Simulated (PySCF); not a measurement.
B: electron affinity

B- [He] 2s2 2p2 (3P) → B [He] 2s2 2p1 (2P), as a difference of total energies. All numbers are calculated (PySCF 2.14, no relativity, point nucleus, in dyall-av2z). Correlated levels: valence: 1s2 frozen; virtual orbitals above 40 to 60 times the deepest correlated orbital energy dropped. The calculations carry no spin-orbit coupling.

```json
{"method": "UHF", "electron affinity (eV)": "-0.298"}
{"method": "LDA", "electron affinity (eV)": "0.754"}
{"method": "PBE", "electron affinity (eV)": "0.633"}
{"method": "PBE0", "electron affinity (eV)": "0.486"}
{"method": "r2SCAN", "electron affinity (eV)": "0.600"}
{"method": "LC-wPBE", "electron affinity (eV)": "0.408"}
{"method": "BHandHLYP", "electron affinity (eV)": "0.182"}
{"method": "PBEsol", "electron affinity (eV)": "0.619"}
{"method": "TPSSh", "electron affinity (eV)": "0.430"}
{"method": "MP2 (valence)", "electron affinity (eV)": "0.154"}
{"method": "SCS-MP2 (valence)", "electron affinity (eV)": "0.012"}
```

Errors of the correlated levels include the incompleteness of this basis and the frozen core.

A negative affinity means that the anion lies above the atom at that level of theory.

In the anion the highest occupied orbital energy is positive at LDA, PBE, PBE0, r2SCAN, BHandHLYP, PBEsol, TPSSh, a self-interaction effect; the basis confines that electron, and the energy difference can still be sensible.

For comparison: 0.280 eV (measured; photodetachment measurements, as compiled on the Wikipedia data page of electron affinities).
